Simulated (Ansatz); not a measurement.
Input file:

```yaml
crystal:
  periodic: [false, false, false]
  atoms:
    - {symbol: Ti, position_ang: [0.037619, -0.000147, 0.485687]}
    - {symbol: N, position_ang: [-0.127255, 0.014777, -1.377561]}
    - {symbol: H, position_ang: [-0.050634, 0.751229, -2.042188]}
    - {symbol: H, position_ang: [0.032474, -0.949586, -1.879970]}
basis:
  gaussian: {orbitals: STO-3G}
magnetization: {spin_polarized: true, initial_magnetization: 1}
correlation: {method: mp2, electrons: outside_noble_gas}
nroots: 3
```

```sh
$ ansatz run in.yaml --threads 1 --pin off --events-out ev --progress --plain --max-ram 2393MiB
```

(1) One thing in this input was set wrong on purpose, beside settings that are merely unusual. What is the gravest fault, and what does the program do?

Results:

(1) Unknown input key. How the run ends: refused.
```
Error: YAML parse error: error: line 12 column 1: unknown field `nroots`, expected one of crystal, accuracy, basis, kpoints, hamiltonian, magnetization, projection, total_charge, correlation, batch, efield, external_charges, scf, relax, neb, saddle, md, ramp, phonons, dielectric, real_time, elastic, magnetic_configurations, gw, evaluate, workflow, output, checkpoint, execution
  --> <input>:12:1
   |
10 | magnetization: {spin_polarized: true, initial_magnetization: 1}
11 | correlation: {method: mp2, electrons: outside_noble_gas}
12 | nroots: 3
   | ^ unknown field `nroots`, expected one of crystal, accuracy, basis, kpoints, hamiltonian, magnetization, projection, total_charge, correlation, batch, efield, external_charges, scf, relax, neb, saddle, md, ramp, phonons, dielectric, real_time, elastic, magnetic_configurations, gw, evaluate, workflow, output, checkpoint, execution
```
